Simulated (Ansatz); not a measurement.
# AlSiH5 (singlet): the correlation ladder at distance Al1–H4 along a hydrogen transfer = 1.842 Å, cc-pVDZ

The task here is to estimate one member of a computed series from the others.

Method: cc-pVDZ, core rule «outside noble gas», up to 10 orbitals frozen; program: Ansatz 0.2.0, Gaussian basis.

The runs, in order: UHF; CCSD(T) on RHF; CCSD(T) on UHF; BCCD(T) on RHF; CISD; CCSDT(Q) on RHF; CCSDT(Q) on UHF; CASSCF and NEVPT2, 2 electrons in 2 orbitals; CASSCF and NEVPT2, 8 electrons in 8 orbitals.

7 further runs of the same task are left out: 1 for a known fault of the program, 6 that didn't finish.

### The geometry

The geometry derives from fragments relaxed apart (PBE0/def2-TZVP) and kept rigid, so it is no stationary point. A hydrogen atom is moved between rigid fragments.

7 atoms, charge 0, spin multiplicity 1.

Atoms are counted from 1 here; the program's logs count them from 0.

Bond lengths: Al1–H2 1.586 Å, Al1–H3 1.586 Å, Al1–H4 1.842 Å, Si5–H6 1.526 Å, Si5–H7 1.526 Å. Angles: H2–Al1–H3 120.0°, H2–Al1–H4 120.0°, H3–Al1–H4 120.0°, H6–Si5–H7 91.2°.

The first run:

in.yaml

```yaml
crystal:
  periodic: [false, false, false]
  atoms:
    - {symbol: Al, position_ang: [-1.988960, 0.029322, 0.000000]}
    - {symbol: H, position_ang: [-2.781883, 1.402706, 0.000000]}
    - {symbol: H, position_ang: [-2.781884, -1.344062, 0.000000]}
    - {symbol: H, position_ang: [-0.146960, 0.029322, 0.000000]}
    - {symbol: Si, position_ang: [1.933040, 0.029322, 0.000000]}
    - {symbol: H, position_ang: [2.545221, -0.844962, 1.090012]}
    - {symbol: H, position_ang: [2.545221, -0.844962, -1.090012]}
basis:
  gaussian: {orbitals: cc-pVDZ}
magnetization: {spin_polarized: true, initial_magnetization: 0}
hamiltonian: {xc: hf}
output: {orbitals: {seedname: orbitals}}
```

Launch:

```console
> ansatz run in.yaml --threads 1 --pin off --events-out ev --progress --plain --max-ram 2393MiB
```

Steps of the session up to this table: UHF; CCSD(T) on RHF; CCSD(T) on UHF; BCCD(T) on RHF; CISD; CCSDT(Q) on RHF; CCSDT(Q) on UHF; CASSCF and NEVPT2, 2 electrons in 2 orbitals; CASSCF and NEVPT2, 8 electrons in 8 orbitals.

One table of the session follows, with a row left open; its other results are not shown here.

```
         method  from RCCSDT(Q) (kJ/mol)
            RHF                   +604.6
            UHF                   +600.7
           RMP2                   +149.8
           CISD                    +73.2
          RCCSD                    +16.5
       RCCSD(T)                     +3.9
        BCCD(T)                     +3.9
         RCCSDT                        ?
      RCCSDT(Q)                        0
    CASSCF pair                   +563.7
    NEVPT2 pair                   +147.4
CASSCF frontier                   +435.2
NEVPT2 frontier                   +128.5
```

Q: Estimate the row for RCCSDT from the others.

**Answer.** from RCCSDT(Q) (kJ/mol): +0.6. In the column «from RCCSDT(Q) (kJ/mol)» it lies between RCCSDT(Q) (0) and RCCSD(T) (+3.9).

Not comparable, so not listed: CCSD(T) on UHF; CCSDT(Q) on UHF (they don't share determinant, frozen orbitals or solution with the rows shown, or repeat one).

Caveats from the session: Warnings: restricted reference is unstable; spin contamination.
